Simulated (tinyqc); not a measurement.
CIS on RHF in the sto-6g basis, for LiH, spin multiplicity 1, step by step. Computed by tinyqc, a small Python program that keeps every step (integrals from PySCF). Settings: charge = 0, multiplicity = 1, basis = sto-6g, method = RHF, energy threshold = 1e-10, iteration cap = 75, orthogonalisation = symmetric, start = Wolfsberg-Helmholz matrix, DIIS depth = 6. Command: `OMP_NUM_THREADS=1 python tinyqc.py 31743 31744 out.jsonl` (the two numbers bound the seeds that draw the settings). One thread of a shared host (Intel(R) Xeon(R) Processor @ 2.60GHz), about 0.08 s of CPU time with the checks. The early iterations of the SCF are left out here.

## One-electron integrals

Geometry (angstrom):
```
atom,x,y,z
Li,0.000000,0.000000,0.000000
H,0.000000,0.000000,1.861000
```

Basis sto-6g: exponents (1/bohr^2) and contraction coefficients of normalised primitives:
```
element,l (shell),exponent,coefficient
Li,s (1),167.175846,0.009164
Li,s (1),30.651508,0.049361
Li,s (1),8.575187,0.168538
Li,s (1),2.945808,0.370563
Li,s (1),1.143944,0.416492
Li,s (1),0.471139,0.130334
Li,s (2),6.597564,-0.013253
Li,s (2),1.305830,-0.046992
Li,s (2),0.405851,-0.033785
Li,s (2),0.156146,0.250242
Li,s (2),0.067814,0.595117
Li,s (2),0.031084,0.240706
Li,p (3),6.597564,0.003760
Li,p (3),1.305830,0.037679
Li,p (3),0.405851,0.173897
Li,p (3),0.156146,0.418036
Li,p (3),0.067814,0.425860
Li,p (3),0.031084,0.101708
H,s (1),35.523221,0.009164
H,s (1),6.513144,0.049361
H,s (1),1.822143,0.168538
H,s (1),0.625955,0.370563
H,s (1),0.243077,0.416492
H,s (1),0.100112,0.130334
```

Overlap, kinetic and nuclear-attraction integrals over the contracted functions; the nuclear repulsion is the sum of Za Zb / Rab.

nuclear repulsion = 0.85305300 hartree

overlap S, lower triangle:
```
,1Li 1s,1Li 2s,1Li 2px,1Li 2py,1Li 2pz,2H 1s
1Li 1s,1.000000
1Li 2s,0.235742,1.000000
1Li 2px,0.000000,0.000000,1.000000
1Li 2py,0.000000,0.000000,0.000000,1.000000
1Li 2pz,0.000000,0.000000,0.000000,0.000000,1.000000
2H 1s,0.038912,0.333868,0.000000,0.000000,0.454152,1.000000
```

kinetic energy T (hartree), lower triangle:
```
,1Li 1s,1Li 2s,1Li 2px,1Li 2py,1Li 2pz,2H 1s
1Li 1s,3.616742
1Li 2s,-0.110723,0.106524
1Li 2px,0.000000,0.000000,0.320007
1Li 2py,0.000000,0.000000,0.000000,0.320007
1Li 2pz,0.000000,0.000000,0.000000,0.000000,0.320007
2H 1s,-0.012349,0.026676,0.000000,0.000000,0.088084,0.768522
```

nuclear attraction V (hartree), lower triangle:
```
,1Li 1s,1Li 2s,1Li 2px,1Li 2py,1Li 2pz,2H 1s
1Li 1s,-8.351495
1Li 2s,-0.895390,-1.463353
1Li 2px,0.000000,0.000000,-1.435230
1Li 2py,0.000000,0.000000,0.000000,-1.435230
1Li 2pz,-0.012575,-0.106893,0.000000,0.000000,-1.519435
2H 1s,-0.157758,-0.571671,0.000000,0.000000,-0.790202,-2.091870
```

core Hamiltonian H = T + V (hartree), lower triangle:
```
,1Li 1s,1Li 2s,1Li 2px,1Li 2py,1Li 2pz,2H 1s
1Li 1s,-4.734753
1Li 2s,-1.006113,-1.356830
1Li 2px,0.000000,0.000000,-1.115222
1Li 2py,0.000000,0.000000,0.000000,-1.115222
1Li 2pz,-0.012575,-0.106893,0.000000,0.000000,-1.199427
2H 1s,-0.170107,-0.544995,0.000000,0.000000,-0.702118,-1.323348
```

## Two-electron integrals

Functions are numbered as in S; the eight-fold symmetry (ij|kl) = (ji|kl) = (kl|ij) leaves the list below.

Two-electron integrals (ij|kl) in chemists' order, unique and non-zero (hartree):
```
i,j,k,l,(ij|kl)
1,1,1,1,1.681247
2,1,1,1,0.242603
2,1,2,1,0.044507
2,2,1,1,0.397190
2,2,2,1,0.090279
2,2,2,2,0.290625
3,1,3,1,0.009437
3,2,3,1,0.014261
3,2,3,2,0.064236
3,3,1,1,0.397190
3,3,2,1,0.090279
3,3,2,2,0.290625
3,3,3,3,0.313125
4,1,4,1,0.009437
4,2,4,1,0.014261
4,2,4,2,0.064236
4,3,4,3,0.016875
4,4,1,1,0.397190
4,4,2,1,0.090279
4,4,2,2,0.290625
4,4,3,3,0.279374
4,4,4,4,0.313125
5,1,5,1,0.009437
5,2,5,1,0.014261
5,2,5,2,0.064236
5,3,5,3,0.016875
5,4,5,4,0.016875
5,5,1,1,0.397190
5,5,2,1,0.090279
5,5,2,2,0.290625
5,5,3,3,0.279374
5,5,4,4,0.279374
5,5,5,5,0.313125
6,1,1,1,0.039763
6,1,2,1,0.007159
6,1,2,2,0.014730
6,1,3,3,0.014521
6,1,4,4,0.014521
6,1,5,1,0.000959
6,1,5,2,0.001964
6,1,5,5,0.015147
6,1,6,1,0.001276
6,2,1,1,0.113893
6,2,2,1,0.026331
6,2,2,2,0.092066
6,2,3,3,0.087103
6,2,4,4,0.087103
6,2,5,1,0.004454
6,2,5,2,0.027858
6,2,5,5,0.101992
6,2,6,1,0.005164
6,2,6,2,0.051216
6,3,3,1,0.002006
6,3,3,2,0.009683
6,3,5,3,0.004039
6,3,6,3,0.003258
6,4,4,1,0.002006
6,4,4,2,0.009683
6,4,5,4,0.004039
6,4,6,4,0.003258
6,5,1,1,0.145681
6,5,2,1,0.033982
6,5,2,2,0.122539
6,5,3,3,0.114168
6,5,4,4,0.114168
6,5,5,1,0.006931
6,5,5,2,0.043050
6,5,5,5,0.139281
6,5,6,1,0.006927
6,5,6,2,0.074419
6,5,6,5,0.109330
6,6,1,1,0.283991
6,6,2,1,0.066787
6,6,2,2,0.256746
6,6,3,3,0.234381
6,6,4,4,0.234381
6,6,5,1,0.012242
6,6,5,2,0.096082
6,6,5,5,0.301474
6,6,6,1,0.013718
6,6,6,2,0.182697
6,6,6,5,0.274560
6,6,6,6,0.774999
```

## Orthogonalisation

S = U s U^T; symmetric (Loewdin) form X = U s^(-1/2) U^T, so that X^T S X = 1.

eigenvalues of S: 0.426125  0.806356  1.000000  1.000000  1.173701  1.593818

X, lower triangle:
```
,1Li 1s,1Li 2s,1Li 2px,1Li 2py,1Li 2pz,2H 1s
1Li 1s,1.022261
1Li 2s,-0.127149,1.078986
1Li 2px,0.000000,0.000000,1.000000
1Li 2py,0.000000,0.000000,0.000000,1.000000
1Li 2pz,-0.006634,0.076388,0.000000,0.000000,1.101915
2H 1s,0.014975,-0.215176,0.000000,0.000000,-0.288015,1.157503
```

## Starting guess

The start is the generalised Wolfsberg-Helmholz matrix (K = 1.75) built on H; D = 2 C_occ C_occ^T.

D at the start, lower triangle:
```
,1Li 1s,1Li 2s,1Li 2px,1Li 2py,1Li 2pz,2H 1s
1Li 1s,1.980062
1Li 2s,0.026763,0.146536
1Li 2px,0.000000,0.000000,0.000000
1Li 2py,0.000000,0.000000,0.000000,0.000000
1Li 2pz,-0.087464,0.232003,0.000000,0.000000,0.375852
2H 1s,-0.137182,0.333890,0.000000,0.000000,0.541657,0.780667
```

## Iteration 8 (converged): orbitals

converged F (hartree), lower triangle:
```
,1Li 1s,1Li 2s,1Li 2px,1Li 2py,1Li 2pz,2H 1s
1Li 1s,-2.394416
1Li 2s,-0.618645,-0.199668
1Li 2px,0.000000,0.000000,0.161609
1Li 2py,0.000000,0.000000,0.000000,0.161609
1Li 2pz,0.013696,-0.083631,0.000000,0.000000,0.026007
2H 1s,-0.104111,-0.230226,0.000000,0.000000,-0.218405,-0.112172
```

Diagonalise F' = X^T F X, C = X C', fill 2 alpha and 2 beta electrons from the bottom; D = 2 C_occ C_occ^T. Each column has its largest component positive (the first on a tie).

F' = X^T F X (hartree), lower triangle:
```
,1,2,3,4,5,6
1,-2.347233
2,-0.338395,-0.012126
3,0.000000,0.000000,0.161609
4,0.000000,0.000000,0.000000,0.161609
5,0.014776,0.013310,0.000000,0.000000,0.155713
6,0.000062,-0.236143,0.000000,0.000000,-0.277070,0.092286
```

orbital energies (hartree): MO1 -2.395793, MO2 -0.262774, MO3 0.075242, MO4 0.161609, MO5 0.161609, MO6 0.471965

coefficients C:
```
,MO1,MO2,MO3,MO4,MO5,MO6
1Li 1s,0.994024,-0.144936,-0.202508,0.000000,0.000000,0.106549
1Li 2s,0.024013,0.466513,0.799378,0.000000,0.000000,-0.612615
1Li 2px,0.000000,0.000000,0.000000,0.174614,0.984637,0.000000
1Li 2py,0.000000,0.000000,0.000000,0.984637,-0.174614,0.000000
1Li 2pz,-0.005031,0.338870,-0.605338,0.000000,0.000000,-0.906507
2H 1s,0.000665,0.573956,-0.157666,0.000000,0.000000,1.055939
```

D after iteration 8, lower triangle:
```
,1Li 1s,1Li 2s,1Li 2px,1Li 2py,1Li 2pz,2H 1s
1Li 1s,2.018182
1Li 2s,-0.087491,0.436422
1Li 2px,0.000000,0.000000,0.000000
1Li 2py,0.000000,0.000000,0.000000,0.000000
1Li 2pz,-0.108231,0.315933,0.000000,0.000000,0.229716
2H 1s,-0.165053,0.535548,0.000000,0.000000,0.388986,0.658851
```

Within a degenerate level the vectors are fixed only up to a rotation; this is one choice.

## Convergence

Stop when the energy changes by less than 1e-10 hartree and every element of the error matrix X^T (F D S - S D F) X is below 3e-06.

Course of the cycle:
```
iteration,E (hartree),change,largest element of the error matrix
1,-7.91810784,-,5.91e-02
2,-7.93010348,-1.20e-02,2.39e-02
3,-7.93341296,-3.31e-03,1.19e-02
4,-7.93438611,-9.73e-04,1.29e-03
5,-7.93438716,-1.05e-06,9.19e-04
6,-7.93438848,-1.32e-06,4.58e-05
7,-7.93438848,-3.63e-09,7.65e-06
8,-7.93438848,-9.57e-11,1.05e-07
```

PySCF RHF in the same basis = -7.93438848 hartree

Converged in 8 iterations.

## Populations, bond orders and dipole

Mulliken: Z minus the diagonal of D S on the atom; Loewdin: the same with S^(1/2) D S^(1/2); Mayer order: 2 sum_s sum (D(s) S)_ij (D(s) S)_ji over the two atoms.

Charges (e):
```
atom,Mulliken,Loewdin
1Li,0.007890,0.006045
2H,-0.007890,-0.006045
```

Mayer bond orders:
```
pair,order
2-1,0.999938
```

dipole moment about the origin, x y z (debye): 0.000000  0.000000  -5.027208

## Integrals over molecular orbitals

(pq|rs) = sum C_ip C_jq C_kr C_ls (ij|kl), one index at a time.

one-electron integrals over orbitals h = C^T H C (hartree), lower triangle:
```
,1,2,3,4,5,6
1,-4.727266
2,0.097710,-1.401609
3,0.166690,0.020820,-1.115000
4,0.000000,0.000000,0.000000,-1.115222
5,0.000000,0.000000,0.000000,0.000000,-1.115222
6,-0.052473,0.006117,0.029575,0.000000,0.000000,-0.998117
```

Two-electron integrals over orbitals (pq|rs), unique and non-zero (hartree):
```
p,q,r,s,(pq|rs)
1,1,1,1,1.664998
2,1,1,1,-0.102041
2,1,2,1,0.011224
2,2,1,1,0.338850
2,2,2,1,0.004331
2,2,2,2,0.472360
3,1,1,1,-0.143421
3,1,2,1,0.011067
3,1,2,2,-0.013048
3,1,3,1,0.023136
3,2,1,1,0.020937
3,2,2,1,-0.002827
3,2,2,2,-0.051627
3,2,3,1,-0.000343
3,2,3,2,0.015195
3,3,1,1,0.398231
3,3,2,1,-0.009779
3,3,2,2,0.216056
3,3,3,1,0.001229
3,3,3,2,0.010604
3,3,3,3,0.335708
4,1,4,1,0.010046
4,2,4,1,0.007166
4,2,4,2,0.021684
4,3,4,1,0.010303
4,3,4,2,0.019400
4,3,4,3,0.041540
4,4,1,1,0.396963
4,4,2,1,-0.003597
4,4,2,2,0.257317
4,4,3,1,-0.004768
4,4,3,2,0.008966
4,4,3,3,0.281733
4,4,4,4,0.313125
5,1,5,1,0.010046
5,2,5,1,0.007166
5,2,5,2,0.021684
5,3,5,1,0.010303
5,3,5,2,0.019400
5,3,5,3,0.041540
5,4,5,4,0.016875
5,5,1,1,0.396963
5,5,2,1,-0.003597
5,5,2,2,0.257317
5,5,3,1,-0.004768
5,5,3,2,0.008966
5,5,3,3,0.281733
5,5,4,4,0.279374
5,5,5,5,0.313125
6,1,1,1,0.070352
6,1,2,1,-0.010066
6,1,2,2,-0.007583
6,1,3,1,-0.004836
6,1,3,2,0.002401
6,1,3,3,0.011781
6,1,4,4,0.001226
6,1,5,5,0.001226
6,1,6,1,0.011337
6,2,1,1,-0.066875
6,2,2,1,0.002712
6,2,2,2,0.117567
6,2,3,1,0.002989
6,2,3,2,-0.037327
6,2,3,3,-0.018574
6,2,4,4,-0.028062
6,2,5,5,-0.028062
6,2,6,1,0.000118
6,2,6,2,0.128611
6,3,1,1,0.016409
6,3,2,1,-0.002411
6,3,2,2,-0.052278
6,3,3,1,0.004396
6,3,3,2,0.011361
6,3,3,3,0.035815
6,3,4,4,0.004210
6,3,5,5,0.004210
6,3,6,1,0.004135
6,3,6,2,-0.033478
6,3,6,3,0.026575
6,4,4,1,-0.006191
6,4,4,2,-0.019213
6,4,4,3,-0.013318
6,4,6,4,0.020045
6,5,5,1,-0.006191
6,5,5,2,-0.019213
6,5,5,3,-0.013318
6,5,6,5,0.020045
6,6,1,1,0.361910
6,6,2,1,0.001745
6,6,2,2,0.443105
6,6,3,1,-0.011161
6,6,3,2,-0.044363
6,6,3,3,0.239332
6,6,4,4,0.264718
6,6,5,5,0.264718
6,6,6,1,-0.004500
6,6,6,2,0.117071
6,6,6,3,-0.043891
6,6,6,6,0.441635
```

## CIS matrix, singlets

A(ia,jb) = (e_a - e_i) d_ij d_ab + 2 (ia|jb) - (ij|ab).

CIS matrix A, singlet (hartree), lower triangle:
```
,1>3,1>4,1>5,1>6,2>3,2>4,2>5,2>6
1>3,2.119077
1>4,0.000000,2.180530
1>5,0.000000,0.000000,2.180530
1>6,-0.026080,0.000000,0.000000,2.528521
2>3,0.009093,0.000000,0.000000,0.007212,0.152350
2>4,0.000000,0.017930,0.000000,0.000000,0.000000,0.210433
2>5,0.000000,0.000000,0.017930,0.000000,0.000000,0.000000,0.210433
2>6,0.008390,0.000000,0.000000,-0.001508,-0.022376,0.000000,0.000000,0.548856
```

## CIS singlet states

dipole integrals <i|r|a> (bohr):
```
,x,y,z
1>3,0.000000,0.000000,-0.133737
1>4,0.034609,0.195159,0.000000
1>5,0.195159,-0.034609,0.000000
1>6,0.000000,0.000000,-0.130518
2>3,0.000000,0.000000,-0.553246
2>4,0.169871,0.957894,0.000000
2>5,0.957894,-0.169871,0.000000
2>6,0.000000,0.000000,0.916657
```

Diagonalise A (1 hartree = 27.211386 eV); each vector has its largest component positive (the first on a tie). The transition dipole is mu = sqrt2 sum c_ia <i|r|a>.

singlet excitation energies (eV): 4.109555  5.721738  5.721738  14.968272  57.620413  59.339683  59.339683  68.850153

lowest vectors:
```
,state 1,state 2,state 3,state 4,state 5,state 6
1>3,-0.004893,0.000000,0.000000,-0.004998,0.997972,0.000000
1>4,0.000000,0.004847,-0.007701,0.000000,0.000000,0.771551
1>5,0.000000,-0.007701,-0.004847,0.000000,0.000000,-0.636102
1>6,-0.003047,0.000000,0.000000,0.000900,0.063260,0.000000
2>3,0.998400,0.000000,0.000000,-0.056267,0.004791,0.000000
2>4,0.000000,-0.532671,0.846274,0.000000,0.000000,0.007021
2>5,0.000000,0.846274,0.532671,0.000000,0.000000,-0.005789
2>6,0.056245,0.000000,0.000000,0.998403,0.005208,0.000000
```

oscillator strengths 2/3 w |mu|^2: 0.050291  0.264332  0.264332  0.657572  0.055021  0.124646

Within a degenerate level the vectors are fixed only up to a rotation; this is one choice.

## CIS matrix, triplets

A(ia,jb) = (e_a - e_i) d_ij d_ab - (ij|ab).

CIS matrix A, triplet (hartree), lower triangle:
```
,1>3,1>4,1>5,1>6,2>3,2>4,2>5,2>6
1>3,2.072804
1>4,0.000000,2.160439
1>5,0.000000,0.000000,2.160439
1>6,-0.016409,0.000000,0.000000,2.505848
2>3,0.009779,0.000000,0.000000,0.002411,0.121960
2>4,0.000000,0.003597,0.000000,0.000000,0.000000,0.167066
2>5,0.000000,0.000000,0.003597,0.000000,0.000000,0.000000,0.167066
2>6,0.002411,0.000000,0.000000,-0.001745,0.052278,0.000000,0.000000,0.291634
```

## CIS triplet states

Diagonalise A (1 hartree = 27.211386 eV); each vector has its largest component positive (the first on a tie).

triplet excitation energies (eV): 2.914443  4.545909  4.545909  8.338463  56.388446  58.788705  58.788705  68.204575

lowest vectors:
```
,state 1,state 2,state 3,state 4,state 5,state 6
1>3,-0.004462,0.000000,0.000000,-0.002818,0.999272,0.000000
1>4,0.000000,-0.000458,-0.001745,0.000000,0.000000,0.990688
1>5,0.000000,-0.001745,0.000458,0.000000,0.000000,-0.136141
1>6,-0.001196,0.000000,0.000000,0.000444,0.037792,0.000000
2>3,0.962137,0.000000,0.000000,0.272518,0.005096,0.000000
2>4,0.000000,0.253879,0.967234,0.000000,0.000000,0.001788
2>5,0.000000,0.967234,-0.253879,0.000000,0.000000,-0.000246
2>6,-0.272528,0.000000,0.000000,0.962146,0.001466,0.000000
```

Within a degenerate level the vectors are fixed only up to a rotation; this is one choice.
